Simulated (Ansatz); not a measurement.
System: In6S7 (P2₁/m, No. 11). Method: r²SCAN (PAW; Ansatz, a quantum-chemistry and plane-wave program).

Settings: plane-wave cutoff 560 eV, 4×10×2 k mesh (along the axes of the cell as run), Fermi–Dirac smearing 0.01 eV, scalar-relativistic PAW data made under PBE.

Cell (relaxed at this level):

```
CELL_PARAMETERS angstrom
      9.16752     0.00000    -0.00455
      0.00000     3.90628     0.00000
     -3.59889     0.00000    17.01157
ATOMIC_POSITIONS crystal
  S  0.83298 0.75000 0.00294
  S  0.16702 0.25000 0.99706
  S  0.16856 0.75000 0.53248
  S  0.83144 0.25000 0.46752
  S  0.44174 0.75000 0.91020
  S  0.55826 0.25000 0.08980
  S  0.46286 0.75000 0.41061
  S  0.53714 0.25000 0.58939
  In 0.35573 0.75000 0.04692
  In 0.64427 0.25000 0.95308
  In 0.67301 0.75000 0.53096
  In 0.32699 0.25000 0.46904
  In 0.18285 0.75000 0.81249
  In 0.81715 0.25000 0.18751
  In 0.52832 0.75000 0.72308
  In 0.47168 0.25000 0.27692
  S  0.76184 0.75000 0.27149
  S  0.23816 0.25000 0.72851
  S  0.24883 0.75000 0.17596
  S  0.75117 0.25000 0.82404
  S  0.88361 0.75000 0.65149
  S  0.11639 0.25000 0.34851
  In 0.92895 0.75000 0.87620
  In 0.07105 0.25000 0.12380
  In 0.97623 0.75000 0.39644
  In 0.02377 0.25000 0.60356
```

Q: Estimate the band gap and direct gap at Γ that the calculation returns.

A: 
- band gap = 0.46 eV
- direct gap at Γ = 0.91 eV

Measured, for comparison: band gap 0.75 eV (temperature not stated, not corrected to a static lattice, from temperature-dependent dark current, crystal; as tabulated in Qasrawi and Gasanly (2006), doi:10.1088/0953-8984/18/19/014).

Spin–orbit coupling is not included.

It cost around 11 core-minutes (rough) of CPU time.
